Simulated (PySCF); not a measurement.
## What PySCF settings do for Al2

Base input, run as `OMP_NUM_THREADS=1 python input.py` with PySCF 2.14:

```python
from pyscf import gto, dft

mol = gto.M(
    atom='Al 0 0 0; Al 0 0 2.39',
    basis='6-31+g*',
    charge=0,
    spin=2,
    verbose=4,
)
mf = dft.UKS(mol, xc='pbe')
mf.kernel()
mf.analyze()
print('orbital energies (hartree):', [e[max(0, n-3):n+3].round(4) for e, n in zip(mf.mo_energy, mol.nelec)])
```

Base result: E(SCF) = -484.472112 Eh, 7 cycles, ⟨S²⟩ = 2.008, μz(SCF) = 0.00 D. The bond length is a typed value, not an optimised one. No search for the lowest solution was made.

Run time: 3.7 s on 1 thread of Arm Neoverse N1 (shared host), peak memory 0.18 GiB.

Each row names what differs from the base; energies in brackets are changes from the base.

| change | result | wall time (s) |
| --- | --- | --- |
| basis set: 6-31+g* → jorge-dzp | E(SCF) = -484.506838 Eh (-0.9450 eV), 8 cycles, ⟨S²⟩ = 2.009, μz(SCF) = 0.00 D | 4.1 |
| basis set: 6-31+g* → crenbl; core potential: off → on | E(SCF) = -3.925760 Eh, 7 cycles, ⟨S²⟩ = 2.003, μz(SCF) = 0.00 D | 2.4 |
| length unit: angstrom → bohr [unsound on purpose] | E(SCF) = -483.650176 Eh (+22.3660 eV), 9 cycles, ⟨S²⟩ = 2.004, μz(SCF) = 0.00 D | 4.1 |
| functional: pbe → lda,vwn | E(SCF) = -482.645373 Eh, 7 cycles, ⟨S²⟩ = 2.003, μz(SCF) = 0.00 D | 2.9 |
| functional: pbe → wb97 | E(SCF) = -484.686482 Eh, 9 cycles, ⟨S²⟩ = 2.008, μz(SCF) = 0.00 D | 6.5 |
| geometry: bond 2.39 → bond 0.5 [unsound on purpose] | E(SCF) = -463.366763 Eh, ⟨S²⟩ = 2.004, μz(SCF) = 0.00 D | 6.2 |
| SCF type: UKS → ROKS | E(SCF) = -484.471029 Eh (+0.0295 eV), 6 cycles, μz(SCF) = 0.00 D | 3.4 |
| smearing width (hartree): none → 0.2 [unsound on purpose] [smearing does not keep the typed spin] | E(SCF) = -483.335641 Eh (+30.9250 eV), 12 cycles, μz(SCF) = 0.00 D | 6.5 |
| second-order solver: off → on | E(SCF) = -484.472112 Eh (+0.0000 eV), 3 cycles, ⟨S²⟩ = 2.008, μz(SCF) = 0.00 D | 5.9 |
| spin-free X2C: off → on [basis contracted without relativity] | E(SCF) = -485.264621 Eh, 7 cycles, ⟨S²⟩ = 2.008, μz(SCF) = 0.00 D | 3.8 |
| geometry: bond 2.39 → bond 0 [unsound on purpose] | stops with RuntimeError (Ill geometry) | 1 |
| basis set: 6-31+g* → minao | E(SCF) = -484.475235 Eh (-0.0850 eV), 6 cycles, ⟨S²⟩ = 2.001, μz(SCF) = 0.00 D | 2.6 |
| electric field along z (a.u.): none → 0.2 [unsound on purpose] [may be another electronic state] | E(SCF) = -488.432910 Eh (-107.7788 eV), 10 cycles, ⟨S²⟩ = 2.004, μz(SCF) = 75.56 D | 4.4 |
| functional: pbe → r2-scan [unsound on purpose] | stops with KeyError ("LibXCFunctional: name 'R2' not found.") | 1 |
| step after the SCF: analyze → stability | E(SCF) = -484.472112 Eh (+0.0000 eV), 7 cycles, ⟨S²⟩ = 2.008, μz(SCF) = 0.00 D, internal stable; real -> complex stable | 15 |
| functional: pbe → tpss | E(SCF) = -484.775375 Eh, 7 cycles, ⟨S²⟩ = 2.011, μz(SCF) = 0.00 D | 5.8 |
| basis set: 6-31+g* → 6-31g | E(SCF) = -484.462212 Eh (+0.2694 eV), 7 cycles, ⟨S²⟩ = 2.003, μz(SCF) = 0.00 D | 2.9 |
| spin (2S): 2 → 6 [a high spin state] | E(SCF) = -484.184637 Eh (+7.8226 eV), 7 cycles, ⟨S²⟩ = 12.000, μz(SCF) = 0.00 D | 3.6 |
| Cartesian functions: off → on | E(SCF) = -484.475556 Eh (-0.0937 eV), 7 cycles, ⟨S²⟩ = 2.008, μz(SCF) = 0.00 D | 3.7 |
| geometry: bond 2.39 → bond 2.223 | E(SCF) = -484.462346 Eh (+0.2658 eV), 7 cycles, ⟨S²⟩ = 2.008, μz(SCF) = 0.00 D | 3.6 |
| basis set: 6-31+g* → cc-pvdz | E(SCF) = -484.504104 Eh (-0.8705 eV), 7 cycles, ⟨S²⟩ = 2.008, μz(SCF) = 0.00 D | 3.4 |

Q: Order these changes by how far they move the SCF energy from the base, largest first: (1) Cartesian functions: off → on; (2) SCF type: UKS → ROKS; (3) geometry: bond 2.39 → bond 2.223.

A: (3) +0.2658 eV, (1) -0.0937 eV, (2) +0.0295 eV.
